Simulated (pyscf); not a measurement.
HO–Ge•(F)–F + hydrogen (H₂) -> F–Ge:–F [singlet] + H atom (H•) + water (H₂O) (concerted fragmentation; doublet surface; Ge–O, H–H broken, H–O formed). Structures and frequencies: ωB97X-D3(BJ)/def2-SVP in PySCF. Energies in kcal/mol from the separated reactants.

```
level                   barrier  reaction energy
----------------------  -------  ---------------
ωB97X-D3(BJ)/def2-TZVP        ?            +38.3
PBE/def2-TZVP                 ?                ?
r²SCAN/def2-TZVP           31.1            +43.0
M06-2X/def2-TZVP           44.1            +44.5
ωB97M-D3(BJ)/def2-TZVP     37.9            +35.1
HF/def2-TZVP               55.1            +32.6
```

Question: Some entries are withheld; supply them.

Answer: 
- ωB97X-D3(BJ)/def2-TZVP, barrier: 39.9
- PBE/def2-TZVP, barrier: 25.5
- PBE/def2-TZVP, reaction energy: +35.7

On the product side the descent ends in an adduct with a Ge–O contact, 16.1 kcal/mol under the separated species and 17.6 kcal/mol under the saddle at ωB97X-D3(BJ)/def2-TZVP. At PBE, r²SCAN, M06-2X the saddle lies under the separated products, which points to a path from their complex (located at ωB97X-D3(BJ) alone), and parting the products costs more than the saddle. What is counted as broken (Ge–O) persists as a longer contact in the product adduct; parting that adduct is a step of its own. This is the saddle that the search found; another between the same sides may lie lower. Elements up to Kr have no core potential and no relativistic terms here.
